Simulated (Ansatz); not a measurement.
`FC#CF`. Charge 0, multiplicity 1. Geometry: relaxed with PBE0-D4/def2-TZVP.

```xyz
4

F     1.195   -1.407   -0.295
C     0.378   -0.445   -0.093
C    -0.378    0.445    0.093
F    -1.195    1.407    0.295
```

What is the dipole moment at ωB97M-V/def2-TZVPP? (Estimate.)

The calculation gave: 0.00 D, zero by symmetry or nearly so.

Give the Mulliken charges with ωB97M-V, PBE, r2SCAN in def2-TZVPP. (Best estimate.)

Ansatz gave: 
```json
{"atom": "F1", "ωB97M-V": "-0.15", "PBE": "-0.11", "r2SCAN": "-0.15"}
{"atom": "C2", "ωB97M-V": "0.15", "PBE": "0.11", "r2SCAN": "0.15"}
{"atom": "C3", "ωB97M-V": "0.15", "PBE": "0.11", "r2SCAN": "0.15"}
{"atom": "F4", "ωB97M-V": "-0.15", "PBE": "-0.11", "r2SCAN": "-0.15"}
```
